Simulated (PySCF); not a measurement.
System: diamond-structure Si. Method: EOM-CCSD in PySCF (GTH pseudopotentials, Gaussian basis, TZ basis).

The same calculation (at the measured cell, 20.013 Å³/atom) with different numerical settings; throughout: k mesh 2×2×2:

```tsv
run	orbitals correlated	gap over the k-points evaluated (eV)	rough time
1	14	0.809	6 core-min
2	27	0.889	50 core-min
3	40	…	5 core-h
```

Task: Some entries are withheld; supply them.

Result: 
- 3, gap over the k-points evaluated (eV): 0.922

In the column gap over the k-points evaluated (eV) the first row differs from the last by -0.113 and the next to last by -0.033.

The last row is no converged limit: other settings stay fixed.
